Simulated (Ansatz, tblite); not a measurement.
# SiH2Me(SiH3) (CH₈Si₂): a ladder of methods and basis sets

How do method and basis change the picture of SiH2Me(SiH3) (CH₈Si₂) (singlet)?

Program: Ansatz 0.2.0, Gaussian basis. Level of theory: as each input shows. These are calculated values, not measurements.

The runs, in order: GFN1-xTB, GFN2-xTB, PBE-D4/def2-TZVP, r2SCAN-D4/def2-TZVP, LC-ωPBE/def2-TZVP, B3LYP-D4/def2-TZVP, ωB97X-V/def2-TZVP, r2SCAN0-D4/def2-TZVP, B97M-V/def2-TZVP, LDA/def2-TZVP, r2SCANh-D4/def2-TZVP, PBE-D4/def2-SVP, PBE0-D4/def2-SVP, HF/STO-3G, HF/6-31G, B3LYP-D4/6-31G, PBE0-D4/def2-TZVPD, PBE-D4/def2-TZVPD, r2SCAN-D4/def2-TZVPD, CCSD(T)/def2-TZVPP, MP2/def2-TZVP, RPA/def2-TZVP.

1 further run of the same task is left out (it didn't finish).

### Step 1. The relaxed structure

The geometry is that of the singlet, from an earlier relaxation (r2SCAN-D4/def2-SVP).

11 atoms, charge 0, spin multiplicity 1.

Bond lengths: Si1–H2 1.498 Å, Si1–H3 1.498 Å, Si1–C4 1.886 Å, Si1–Si8 2.349 Å, C4–H5 1.102 Å, C4–H6 1.101 Å, C4–H7 1.101 Å, Si8–H9 1.497 Å, Si8–H10 1.496 Å, Si8–H11 1.497 Å. Angles: H2–Si1–H3 107.4°, H2–Si1–C4 110.3°, H2–Si1–Si8 108.8°, H3–Si1–C4 110.2°, H3–Si1–Si8 108.9°, C4–Si1–Si8 111.1°, Si1–C4–H5 110.8°, Si1–C4–H6 111.1°, Si1–C4–H7 111.0°, H5–C4–H6 107.9°, H5–C4–H7 107.9°, H6–C4–H7 108.0°, Si1–Si8–H9 110.3°, Si1–Si8–H10 111.5°, Si1–Si8–H11 110.3°, H9–Si8–H10 108.3°, H9–Si8–H11 107.9°, H10–Si8–H11 108.3°.

Geometry (Å):

```xyz
11
CH8Si2
Si    0.6983    0.1772    0.4903
H     0.7319    0.1533    1.9879
H     2.1171    0.1712    0.0092
C    -0.1908    1.7249   -0.1195
H     0.3097    2.6349    0.2480
H    -1.2342    1.7466    0.2321
H    -0.2017    1.7655   -1.2200
Si   -0.3718   -1.7687   -0.2745
H    -1.7740   -1.8300    0.2462
H     0.3501   -3.0011    0.1707
H    -0.4346   -1.7739   -1.7704
```

PBE0-D4/def2-TZVP was run before; its log isn't repeated, and its numbers join the tables.

### Step 2. GFN1-xTB

Tight binding, by tblite at 300 K electronic temperature and without a spin-polarisation term:

```python
tblite.interface.Calculator('GFN1-xTB', numbers, positions, charge=0, uhf=0).singlepoint()
```

Energy -275.3900 eV, HOMO -11.25 eV, LUMO -6.89 eV; 0.01 s.

### Step 3. GFN2-xTB

Tight binding, by tblite at 300 K electronic temperature and without a spin-polarisation term:

```python
tblite.interface.Calculator('GFN2-xTB', numbers, positions, charge=0, uhf=0).singlepoint()
```

Energy -262.6526 eV, HOMO -9.75 eV, LUMO -5.30 eV; 0.006 s.

### Step 4. PBE-D4/def2-TZVP

start.molden holds the orbitals of an earlier run on this state, given as this run's starting guess.

in.yaml

```yaml
crystal:
  periodic: [false, false, false]
  atoms:
    - {symbol: Si, position_ang: [0.698289, 0.177173, 0.490285]}
    - {symbol: H, position_ang: [0.731874, 0.153348, 1.987946]}
    - {symbol: H, position_ang: [2.117134, 0.171182, 0.009191]}
    - {symbol: C, position_ang: [-0.190780, 1.724925, -0.119532]}
    - {symbol: H, position_ang: [0.309683, 2.634928, 0.248032]}
    - {symbol: H, position_ang: [-1.234151, 1.746554, 0.232073]}
    - {symbol: H, position_ang: [-0.201739, 1.765505, -1.219972]}
    - {symbol: Si, position_ang: [-0.371758, -1.768726, -0.274532]}
    - {symbol: H, position_ang: [-1.774047, -1.829984, 0.246197]}
    - {symbol: H, position_ang: [0.350100, -3.001056, 0.170675]}
    - {symbol: H, position_ang: [-0.434614, -1.773860, -1.770363]}
basis:
  gaussian: {orbitals: def2-TZVP, initial_orbitals: start.molden}
hamiltonian: {xc: pbe, dispersion: d4}
scf: {omitted_lower_state_checks: [starts]}
output: {forces: true, orbitals: {seedname: orbitals}}
```

Started as:

```console
$ ansatz run in.yaml --threads 4 --pin off --events-out ev --progress --plain --max-ram 3916MiB
```

Further steps of the session: r2SCAN-D4/def2-TZVP; LC-ωPBE/def2-TZVP; B3LYP-D4/def2-TZVP; ωB97X-V/def2-TZVP; r2SCAN0-D4/def2-TZVP; B97M-V/def2-TZVP; LDA/def2-TZVP; r2SCANh-D4/def2-TZVP; PBE-D4/def2-SVP; PBE0-D4/def2-SVP; HF/STO-3G; HF/6-31G; B3LYP-D4/6-31G; PBE0-D4/def2-TZVPD; PBE-D4/def2-TZVPD; r2SCAN-D4/def2-TZVPD; CCSD(T)/def2-TZVPP; MP2/def2-TZVP; RPA/def2-TZVP.

**Question.** What will the summary of the whole plan be? Wanted: gap in def2-TZVP, named functionals, smallest and largest; correlation energy, CCSD(T)/def2-TZVPP; correlation energy, MP2/def2-TZVP; binding an atom, CCSD(T)/def2-TZVPP; PBE0 total energy, smallest basis above largest.

As calculated:

| quantity | value |
| --- | --- |
| gap in def2-TZVP, named functionals, smallest and largest | 6.12 eV (LDA), 12.86 eV (LC-ωPBE) |
| correlation energy, CCSD(T)/def2-TZVPP | -14.09 eV |
| correlation energy, MP2/def2-TZVP | -11.31 eV |
| binding an atom, CCSD(T)/def2-TZVPP | 3.239 eV |
| PBE0 total energy, smallest basis above largest | 6.73 eV (def2-SVP, def2-TZVPD) |

Over the named functionals in def2-TZVP the gap runs from 6.12 eV (LDA) to 12.86 eV (LC-ωPBE); exact exchange widens it. A small miss in a minimal or small basis is a cancelling of errors, not accuracy. The functionals in def2-TZVP miss CCSD(T)/def2-TZVPP by +0.029 (LC-ωPBE) to +0.394 eV (LDA) an atom. CCSD(T)/def2-TZVPP isn't at the basis-set limit; small misses against it rank nothing.
